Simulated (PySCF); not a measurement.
H2CO, singlet: data card

All numbers come from PBE0 in PySCF with C def2-TZVP, O def2-TZVP, H def2-TZVP; no relativity; density-fitted integrals.

The structure is a minimum.

```
Point group                                                                   : C2v
Bond lengths                                                                  : C–H 1.109 Å (×2), C–O 1.195 Å
Bond angles                                                                   : H–C–H 116.0°, H–C–O 122.0° (×2)
Rotational constants                                                          : 9.466, 1.313, 1.153 cm⁻¹
Enthalpy at 298.15 K above 0 K                                                : 10.01 kJ/mol
Principal quadrupole moments (Buckingham, traceless) about the centre of mass : -0.22, 0.07, 0.16 D Å
Principal polarisabilities                                                    : 10.1, 16.1, 20.8 bohr³
Rotational symmetry number                                                    : 2
Highest occupied level                                                        : -7.82 eV
Heat capacity Cp at 298.15 K                                                  : 35.2 J/(mol K)
Atomisation energy without zero-point energy                                  : 1556 kJ/mol
Lowest empty level                                                            : -1.24 eV
Entropy at 298.15 K and 1 bar                                                 : 218.5 J/(mol K)
Zero-point energy                                                             : 70.1 kJ/mol
Dipole moment                                                                 : 2.31 D
```

Harmonic modes (masses in u: C 12.000, O 15.995, H 1.008):
| symmetry | ω (cm⁻¹) | IR (km/mol) |
| --- | --- | --- |
| b1 | 1207 | 3.5 |
| b2 | 1267 | 11.9 |
| a1 | 1532 | 9.4 |
| a1 | 1854 | 114 |
| a1 | 2902 | 66.2 |
| b2 | 2962 | 127 |

In C2v the vibrations span b1 + 2b2 + 3a1. Here b1 is antisymmetric to the molecular plane and b2 lies in it.

Charges (e):
```
atom  Mulliken  Löwdin  polar tensor  Mayer order to C1
  C1      0.06   -0.29          0.68                  –
  O2     -0.24    0.11         -0.57               2.11
H3,4      0.09    0.09         -0.05               0.92
```

Mulliken populations on C1: s 3.26, p 2.54, d 0.14, f 0.01.

Counting electrons, carbon keeps none of its valence electrons outside its bonds, so the VSEPR class is AX3 and the expected shape is trigonal planar; with unlike ligands the computed point group is C2v.

Other isomers or separated fragments may lie lower.

The final relaxation and frequency run took 12 s on 2 threads of a shared Arm Neoverse V2 host, with 74 basis functions and 12 gradients; the process peaked at 0.87 GiB.
